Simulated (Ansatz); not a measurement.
The input, for Ansatz 0.2.0:

```yaml
crystal:
  periodic: [false, false, false]
  atoms:
    - {symbol: B, position_ang: [0.000000, 0.000000, 0.000000]}
    - {symbol: O, position_ang: [0.000000, 0.000000, 2.703000]}
basis:
  gaussian: {orbitals: 6-31G}
magnetization: {spin_polarized: false, initial_magnetization: 1}
correlation: {method: ccsdtq, electrons: outside_noble_gas}
```

```sh
$ ansatz run in.yaml --threads 1 --pin off --events-out ev --progress --plain --max-ram 2393MiB
```

Log:

```
326 factors; integrals over basis functions are off by at most 6.8e-8 eV
mean field evaluation 1: about -2693.1861 eV, gradient 3.6e1 eV
mean field evaluation 2: about -2693.1864 eV, gradient 3.6e1 eV
mean field evaluation 4: about -2698.7052 eV, gradient 7.1e0 eV
mean field evaluation 8: about -2698.8106 eV, gradient 4.2e0 eV
mean field evaluation 16: about -2699.1924 eV, gradient 2.7e-3 eV
mean field evaluation 32: about -2698.2646 eV, gradient 1.1e1 eV
mean field evaluation 64: about -2698.2549 eV, gradient 1.5e-6 eV
mean field evaluation 96: about -2698.6323 eV, gradient 2.6e-1 eV
mean field evaluation 128: about -2698.2869 eV, gradient 2.3e-1 eV
mean field evaluation 160: about -2699.1917 eV, gradient 1.1e-1 eV
...
cycle   7  -5.60647979 eV  change   -2.3e-6 eV  update   2.2e-6
cycle   8  -5.60648079 eV  change   -1.0e-6 eV  update   3.7e-6
cycle   9  -5.60648158 eV  change   -7.8e-7 eV  update   1.9e-6
cycle  10  -5.60648242 eV  change   -8.4e-7 eV  update   2.4e-6
cycle  11  -5.60648290 eV  change   -4.8e-7 eV  update   1.3e-6
cycle  12  -5.60648300 eV  change   -1.0e-7 eV  update   1.2e-6
cycle  13  -5.60648301 eV  change   -1.1e-8 eV  update   7.0e-7
cycle  14  -5.60648285 eV  change    1.6e-7 eV  update   5.6e-7
cycle  15  -5.60648284 eV  change    1.2e-8 eV  update   8.1e-7
cycle  16  -5.60648289 eV  change   -5.3e-8 eV  update   8.5e-7
WARN: these amplitudes may be one of several solutions (largest doubles amplitude 0.36, level shift 1.18 eV)
Total energy: -2705.54480190 eV, -99.4269375856 hartree
```

For the same geometry and basis full CI lies 1.3 meV lower.

Ran on 1 thread of Arm Neoverse V1, shared host: 1.7 min wall, 0.29 GiB peak host memory.
